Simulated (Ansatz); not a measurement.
A nudged elastic band was laid between two geometries of C3H6S (10 atoms, charge 0, multiplicity 1).

All numbers below come from Ansatz, RKS PBE0-D4/6-31G*.

| Property | Result |
| --- | --- |
| movable images | 5 |
| climbing image | yes |
| spring | 5.0 eV/Å² |
| optimiser | quadratic models (default) |
| start path | through a guess of the saddle point |
| force threshold | 0.03 eV/Å |
| iteration limit | 60 |
| end points | relaxed |

Initial state:

```xyz
10
Properties=species:S:1:pos:R:3
C -1.072 0.966 0.341
C 0.048 0.190 -0.273
C 0.575 -0.909 0.269
S 1.886 -1.905 -0.354
H -1.940 1.010 -0.329
H -1.397 0.521 1.286
H -0.774 2.004 0.541
H 0.442 0.562 -1.220
H 0.197 -1.298 1.213
H 2.118 -1.192 -1.472
```

Final state:

```xyz
10
Properties=species:S:1:pos:R:3
C -1.110 0.992 0.409
C -0.074 0.309 -0.423
C 0.586 -0.786 -0.041
S 1.676 -1.661 -1.122
H -2.089 0.975 -0.088
H -1.221 0.515 1.388
H -0.855 2.047 0.567
H 0.138 0.738 -1.402
H 0.399 -1.243 0.930
H 2.633 -1.937 -0.215
```

Q: What changes between the two ends?

A: No bond is made or broken. The dihedral C2–C3–S4–H10 goes from 0 to 140°.

Q: Give the energies along the band, and the barrier.

A: The forces met the threshold. The highest image is number 3 of 0 to 6, 2.0 kcal/mol above the first end and 1.8 kcal/mol above the last; the last end lies 0.2 kcal/mol above the first. A vibrational analysis at the climbing image gives one clearly imaginary mode, 216i cm⁻¹: a first-order saddle point.

```csv
image,path coordinate (Å),energy (kcal/mol),dihedral C2–C3–S4–H10 (°)
0,0.00,0.0,0
1,0.38,0.4,18
2,0.76,1.4,41
3,1.14,2.0,66
4,1.59,1.4,94
5,2.03,0.5,119
6,2.47,0.2,140
```

Q: What is the geometry of the highest image?

A: 
```xyz
10
Properties=species:S:1:pos:R:3:forces:R:3
C -1.060 0.994 0.373 0.01 -0.01 0.00
C -0.089 0.138 -0.372 0.00 0.00 0.00
C 0.481 -0.957 0.131 0.01 -0.01 0.00
S 1.654 -1.974 -0.743 0.00 0.00 0.00
H -2.004 1.083 -0.178 0.00 0.00 0.00
H -1.278 0.587 1.365 0.00 0.00 0.00
H -0.670 2.012 0.500 0.00 0.00 0.00
H 0.167 0.448 -1.386 0.00 0.00 0.00
H 0.228 -1.309 1.130 0.00 0.00 0.00
H 2.653 -1.073 -0.817 0.00 0.00 0.00
```

Q: What are the harmonic wavenumbers there?

A: 216i, 203, 224, 261, 425, 749, 808, 951, 980, 999, 1076, 1134, 1292, 1339, 1436, 1504, 1512, 1731, 2713, 3061, 3123, 3158, 3190, 3205 cm⁻¹.

The run took 3.6 min on 1 thread of Arm Neoverse N1, on a shared host, peak memory 0.15 GiB.
